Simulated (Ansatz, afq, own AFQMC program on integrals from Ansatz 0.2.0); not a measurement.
# BSiH2, quartet in cc-pVDZ, levels against CCSDT(Q)

```xyz
4

Si    0.0000    0.0000    0.5823
B     0.0000    0.0000   -1.1947
H     0.0000   -1.0760   -1.7057
H     0.0000    1.0760   -1.7057
```

Connectivity, by distances: Si–BH2.

Basis cc-pVDZ. Only valence electrons are correlated. AFQMC by an in-house program on the Cholesky factors that Ansatz 0.2.0 writes for its CCSD(T) run. The CISD trial takes its coefficients from CCSD amplitudes. Released means that phaseless walkers are propagated on without the constraint, phases kept. ± is one standard error of the sampling.

Determinant: UHF, the one that the program's search chose, which needn't be the lowest solution. The geometry is a point of a scan.

No full CI on the walks' own integrals is used here; CCSDT(Q) serves as the reference and is uncertain by about the last step of the cluster series.

Cautions: lower spins were not checked.

```
T1 diagnostic                               : 0.0345
weight of the determinant in the CISD state : 0.879
⟨S²⟩ of the determinant                     : 3.752
size of the correlated space                : 9 electrons in 36 orbitals
```

Reference: CCSDT(Q), correlation energy -4.763 eV. The released energy is read at 2.40 1/Eh (meV from the phaseless value at times in 1/Eh: -18 ± 12 at 0.24, -29 ± 10 at 0.51, -32 ± 8 at 0.99, -19 ± 13 at 1.62, -28 ± 14 at 2.40).

```json
{"level": "HF", "E − E(reference) (kcal/mol)": "109.84", "share of correlation (%)": "0.00"}
{"level": "MP2", "E − E(reference) (kcal/mol)": "24.89", "share of correlation (%)": "77.34"}
{"level": "CCSD", "E − E(reference) (kcal/mol)": "4.49", "share of correlation (%)": "95.91"}
{"level": "CCSD(T)", "E − E(reference) (kcal/mol)": "1.00", "share of correlation (%)": "99.09"}
{"level": "CCSDT", "E − E(reference) (kcal/mol)": "0.20", "share of correlation (%)": "99.82"}
{"level": "ph-AFQMC/CISD", "E − E(reference) (kcal/mol)": "0.88 ± 0.17", "share of correlation (%)": "99.19"}
{"level": "released AFQMC", "E − E(reference) (kcal/mol)": "0.23 ± 0.33", "share of correlation (%)": "99.79"}
```

A walk keeps the symmetry of its determinant, which the program's search chose and which needn't be the lowest solution, so a lower state of the same spin and another symmetry isn't excluded. Released energies are given only where the last usable release times agree within the noise; a slower fall can still hide under it.
